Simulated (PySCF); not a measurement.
Bond length, frequency and bond energy of AlN⁻ by level of theory

State: ²Π (doublet), unpaired electrons π ↑. Set-up: basis Al aug-pcseg-1, N aug-pcseg-1; no relativity; PySCF 2.14. De refers to Al⁻ + N in their high-spin ground configurations, without counterpoise correction. The functionals are run spin-unrestricted. A positive dipole points towards N; it is taken about the centre of mass and depends on that origin. Levels whose curve was spin-contaminated or gave no clean fit are not listed.

```
       Level  Re (Å)  ωe (cm⁻¹)  De (eV)  μ (D)  CPU s a point (SCF and correlation, without the integrals)
        ROHF   1.760        901      n/a  -1.84                                                        0.27
    ROHF-MP2   1.818        770     3.64    n/a                                                        0.38
ROHF-SCS-MP2   1.815        775      n/a    n/a                                                         n/a
   ROHF-CCSD   1.807        794     3.22    n/a                                                         n/a
ROHF-CCSD(T)   1.822        758     3.47    n/a                                                         4.2
         PBE   1.816        765     4.25  -1.14                                                        0.65
      revPBE   1.823        755     4.03  -1.08                                                        0.43
      r²SCAN   1.797        801     3.84  -1.11                                                        0.97
        PBE0   1.792        813     3.78  -1.41                                                         1.1
     r²SCAN0   1.783        823     3.48  -1.39                                                         1.1
```

The bond length runs from 1.760 Å (ROHF) to 1.823 Å (revPBE). De spans 3.22 eV (ROHF-CCSD, coupled cluster) to 4.25 eV (PBE, GGA).

Correlated steps freeze 6 core orbitals. Correlated levels converge slowly with the basis: in double zeta they bind strong bonds too weakly, by up to about 1 eV, and carry superposition errors of some tenths. For an ion De counts to the pair picked by the measured ionisation energies or electron affinities, which need not be the lowest pair at this level. The highest Kohn–Sham level is positive in this anion. Much of that is self-interaction error, but it also means that the finite basis helps to hold the extra electron. UHF is strongly spin-contaminated for AlN⁻, so the ROHF reference used there is far from stable. The state was picked by a PBE0 search and need not be the measured ground state.

The whole job (state search and all levels along the bond) took about 2.4 min on 1 thread of Arm Neoverse V1 (shared host), peak memory 0.65 GiB.
